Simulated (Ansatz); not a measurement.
Born–Oppenheimer molecular dynamics of BClFH (4 atoms, charge 0, multiplicity 1). It starts from a relaxed structure.

All numbers below come from RKS PBE0/def2-SVP (Ansatz 0.2.0).

```
ensemble        : NVT, Nosé–Hoover chain
time step       : 0.5 fs
steps asked     : 166
set temperature : 1000 K
thermostat      : time constant 100 fs, chain length 3
seed            : 697704
```

First frame:

```xyz
4
Properties=species:S:1:pos:R:3
B -0.025 0.000 -0.012
H -0.017 0.000 1.190
F 1.103 0.000 -0.679
Cl -1.528 0.000 -0.899
```

Q: How far do the bonds stretch over the last three quarters of this one trajectory? (Pairs bonded in most of those frames.)

A: 
```json
{"bond": "B1–H2", "mean (Å)": "1.214", "spread (Å)": "0.044", "shortest": "1.14", "longest": "1.28"}
{"bond": "B1–F3", "mean (Å)": "1.315", "spread (Å)": "0.032", "shortest": "1.25", "longest": "1.36"}
{"bond": "B1–Cl4", "mean (Å)": "1.738", "spread (Å)": "0.033", "shortest": "1.69", "longest": "1.80"}
```

Mean temperature of the second half: 566 K. The conserved energy stayed within 0.37 meV per atom of its start (net change 0.34 meV per atom), so the integration is sound. The mean temperature of the second half is 43 % below the set value. A run of 0.083 ps of so small a system gives no equilibrium averages.

The run took 2.5 min on 1 thread of Arm Neoverse V2, with other jobs on the host, peak memory 0.091 GiB.
